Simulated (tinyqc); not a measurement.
Inside a calculation. Method: Pariser-Parr-Pople SCF with singles CI, for the molecule C1=CC=C1 (SMILES; centres numbered as the heavy atoms are written). One step of it, computed by the program tinyqc.

Problem. Singles CI, triplets. Over the 4 single excitations with the smallest orbital gaps: A = (e_a - e_i) delta - (ij|ab), with (pq|rs) = sum c_mp c_mq gamma_mn c_nr c_ns.

orbital energies (eV): -13.047699  -8.267699  -2.922301  1.857699

coefficients:
```
         MO1        MO2        MO3        MO4
1C  0.500000   0.500000   0.500000  -0.500000
2C  0.500000   0.500000  -0.500000   0.500000
3C  0.500000  -0.500000  -0.500000  -0.500000
4C  0.500000  -0.500000   0.500000   0.500000
```

repulsion gamma_rs (eV), lower triangle:
```
           1C         2C         3C         4C
1C  11.130000
2C   5.345397  11.130000
3C   4.398492   5.345397  11.130000
4C   5.345397   4.398492   5.345397  11.130000
```

Give: triplet CI matrix; triplet excitation energies.

Solution.

triplet CI matrix (eV), lower triangle:
```
        2>3    1>3    2>4    1>4
2>3  -1.209
1>3   0.000  3.571
2>4   0.000  1.683  3.571
1>4   1.683  0.000  0.000  8.351
```

triplet excitation energies (eV): -1.497  1.888  5.253  8.638
